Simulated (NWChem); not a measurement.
difluoromethane (CH2F2); SMILES FCF

Program: NWChem. Pople sets run with spherical d functions. The geometry was optimised at PBE-D3(BJ)/def2-SVP. Level PBE0/6-31G*: single points from the atomic guess with DIIS by default; each run changes one setting, and all converged runs end within 0.3 mHa of each other. cgmin counts macro-iterations, each dearer than a DIIS step.

Which setting needs the most SCF iterations, or fails (DIIS on 3 Fock matrices; defaults; no level shifting; occupation smearing of 0.005 Ha; quadratically convergent solver (cgmin); level shift of 0.5 Ha throughout)?

level shift of 0.5 Ha throughout, with 10 against 7 for the defaults.
```csv
setting,SCF iterations
defaults,7
DIIS on 3 Fock matrices,7
quadratically convergent solver (cgmin),4
occupation smearing of 0.005 Ha,7
level shift of 0.5 Ha throughout,10
no level shifting,7
```
